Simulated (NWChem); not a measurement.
C$_{2}$H$_{3}$F; SMILES C=CF

All runs: NWChem. Pople sets run with spherical d functions. Geometry: optimised at PBE0/def2-SVP. Total energies compare along this basis series because the functional is fixed.

| level | basis functions | energy (Ha) | highest occupied level (eV) | orbital gap (eV) | dipole (D) |
|---|---|---|---|---|---|
| PBE0/STO-3G | 18 | -175.2455 | -4.82 | 8.69 | 0.48 |
| PBE0/3-21G | 33 | -176.6598 | -7.36 | 8.25 | 1.25 |
| PBE0/6-31G* | 48 | -177.6227 | -7.32 | 8.19 | 1.17 |
| PBE0/6-31+G* | 60 | -177.6358 | -7.69 | 7.85 | 1.42 |
| PBE0/6-311G** | 72 | -177.6781 | … | … | … |
| PBE0/6-311++G** | 87 | -177.6841 | -7.76 | 7.81 | 1.43 |

What belongs in the gaps?


- PBE0/6-311G**, highest occupied level (eV): -7.59
- PBE0/6-311G**, orbital gap (eV): 8.06
- PBE0/6-311G**, dipole (D): 1.29
